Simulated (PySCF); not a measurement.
# Frontier levels across methods

Compound: C4H6N2.
Structure used (PBE0-D3(BJ)/def2-SVP), in Å, numbered top down from 1:
```xyz
12
C4H6N2 angstrom
C     -1.8689    0.0060    0.0085
N     -0.4312   -0.0689   -0.0165
C      0.4461    0.9618   -0.0766
C      1.7104    0.4047   -0.1039
C      1.4722   -0.9854   -0.0563
N      0.1748   -1.2544   -0.0045
H     -2.2127    0.6508    0.8306
H     -2.2651    0.3931   -0.9429
H     -2.2441   -1.0113    0.1659
H      0.1103    1.9968   -0.0940
H      2.6628    0.9272   -0.1481
H      2.1957   -1.8001   -0.0551
```

Basis pcSseg-2 throughout (PySCF), one geometry. Isolated species at its PBE0-D3(BJ)/def2-SVP geometry, gas phase.

How do the orbital energies, the gap and the dipole change with the method?

```csv
method,kind,HOMO (eV),LUMO (eV),gap (eV),μ (D),SCF cycles
B97-D,GGA,-5.96,-0.55,5.41,2.28,16
KT2,GGA,-6.02,-0.58,5.44,2.25,16
KT3,GGA,-6.02,-0.59,5.43,2.22,16
B3LYP,global hybrid,-6.90,0.06,6.96,2.33,14
PBE0,global hybrid,-7.12,0.32,7.43,2.34,14
mPW1PW91,global hybrid,-7.13,0.30,7.43,2.34,14
```

The HOMO spans 1.17 eV, from B97-D down to mPW1PW91, and the gap runs from 5.41 eV (B97-D) to 7.43 eV (PBE0). Over the methods B97-D (0 %), KT2 (0 %), KT3 (0 %), B3LYP (20 %), PBE0 (25 %), mPW1PW91 (25 %), a straight line through the gap against the share of exact exchange rises by 0.80 eV for each 10 % (correlation coefficient 1.000). The dipole ranges from 2.22 D (KT3) to 2.34 D (PBE0). This basis has no diffuse functions.
